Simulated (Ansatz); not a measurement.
in.yaml

```yaml
crystal:
  periodic: [false, false, false]
  atoms:
    - {symbol: N, position_ang: [0.000000, -0.119823, 1.130739]}
    - {symbol: Mg, position_ang: [0.000000, 0.035402, -0.716556]}
    - {symbol: H, position_ang: [0.000000, 0.811439, 1.565553]}
basis:
  gaussian: {orbitals: "6-31++G**"}
magnetization: {spin_polarized: false}
correlation: {method: ccsdt, electrons: outside_noble_gas}
accuracy: high
```

```sh
$ ansatz run in.yaml --threads 1 --pin off --events-out ev --progress --plain --max-ram 2393MiB
```

Output:

```
852 factors; integrals over basis functions are off by at most 3.5e-9 eV
mean field evaluation 1: about -6917.8009 eV, gradient 5.2e1 eV
mean field evaluation 2: about -6917.8183 eV, gradient 5.2e1 eV
mean field evaluation 4: about -6924.6265 eV, gradient 8.5e0 eV
mean field evaluation 8: about -6925.0592 eV, gradient 2.0e-1 eV
mean field evaluation 16: about -6917.7995 eV, gradient 5.2e1 eV
mean field evaluation 32: about -6922.4077 eV, gradient 1.4e-8 eV
mean field evaluation 64: about -6922.4006 eV, gradient 8.9e-1 eV
mean field evaluation 96: about -6924.1884 eV, gradient 4.0e0 eV
mean field -6925.06017236 eV, -254.4912673598 hartree, gradient 3.7e-8 eV, S^2 0.000000; 7 other end points of the search recorded, 0 dependent functions left out; unrestricted orbitals would lower it
mean field evaluation 128: about -6927.0020 eV, gradient 1.5e0 eV
mean field evaluation 160: about -6925.0602 eV, gradient 1.2e-8 eV
...
determinant -6925.06017236 eV, -254.4912673598 hartree, with singles and doubles -6931.74883944 eV, -254.7370713412 hartree
determinant -6922.40770664 eV, -254.3937910427 hartree, with singles and doubles -6927.54620891 eV, -254.5826275181 hartree
determinant -6925.06017236 eV, -254.4912673598 hartree, with singles and doubles -6931.74175718 eV, -254.7368110731 hartree
unrestricted determinant -6927.10394553 eV, -254.5663746387 hartree, S^2 1.0076
6 core orbitals not correlated: weight in the atoms' cores, before any rotation towards them, 1.000 or more for the frozen orbitals, at most 0.000 for the correlated occupied ones
reference -6925.06017236 eV, -254.4912673598 hartree; 4, 4 occupied and 38, 38 virtual orbitals, 852 factors
second order -6.43014795 eV of doubles, -0.00000000 eV of singles
...
cycle  28  -7.09870052 eV  change   -6.6e-8 eV  update   7.9e-8
cycle  29  -7.09870041 eV  change    1.1e-7 eV  update   5.7e-8
cycle  30  -7.09870045 eV  change   -3.3e-8 eV  update   3.4e-8
cycle  31  -7.09870043 eV  change    2.1e-8 eV  update   2.1e-8
cycle  32  -7.09870043 eV  change   -9.0e-9 eV  update   1.1e-8
cycle  33  -7.09870045 eV  change   -1.2e-8 eV  update   7.0e-9
cycle  34  -7.09870045 eV  change   -6.6e-9 eV  update   4.0e-9
cycle  35  -7.09870045 eV  change   -1.3e-9 eV  update   2.1e-9
cycle  36  -7.09870045 eV  change  -6.0e-10 eV  update   1.2e-9
cycle  37  -7.09870046 eV  change  -8.9e-12 eV  update  5.7e-10
Total energy: -6932.15887281 eV, -254.7521397899 hartree
```

The T1 diagnostic is 0.050.

Ran on 1 thread of Arm Neoverse V1, shared host: 10 s wall, 0.16 GiB peak host memory.
